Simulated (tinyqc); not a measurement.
A ladder of methods, and size consistency: correlation methods against full CI in the sto-3g basis, for HF, spin multiplicity 1. Computed by the program tinyqc with PySCF. Command: `OMP_NUM_THREADS=1 python tinyqc.py 110160 110161 out.jsonl`; one thread of a shared host (Intel(R) Xeon(R) Processor @ 2.60GHz), about 0.5 s.

Geometry (angstrom):
```
atom       x       y       z
F     0.0000  0.0000  0.0000
H     0.0000  0.0000  1.1490
```

RHF energy of one = -98.538859 hartree

All electrons correlated; +Q is the Davidson correction (1 - c0^2) E_corr. The last columns treat two copies 100 angstrom apart as one system. FCI is the lowest singlet.

Correlation energies (hartree):
```
method   E_corr of one  share of FCI (%)  E_corr of two at 100 angstrom  two minus twice one (mhartree)
MP2          -0.029726           61.0921                      -0.059452                          0.0000
CISD         -0.048658          100.0000                      -0.093608                          3.7079
CISD+Q       -0.050664          104.1218                      -0.100474                          0.8536
CCSD         -0.048658          100.0000                      -0.097316                          0.0000
CCSD(T)      -0.048658          100.0000                      -0.097316                          0.0000
FCI          -0.048658          100.0000                              -                               -
```

MP2 recovers 61 %, CISD 100.0 % and CCSD 100.0 % of the FCI value (c0^2 = 0.959 in CISD). MP2 and coupled cluster are size consistent, so their last column vanishes; CISD loses 3.71 mhartree, since a double excitation on each copy is a quadruple of the pair, and the Davidson correction leaves +0.85. With two electrons, or one virtual orbital, CISD and CCSD are exact for one copy, so +Q overshoots there.
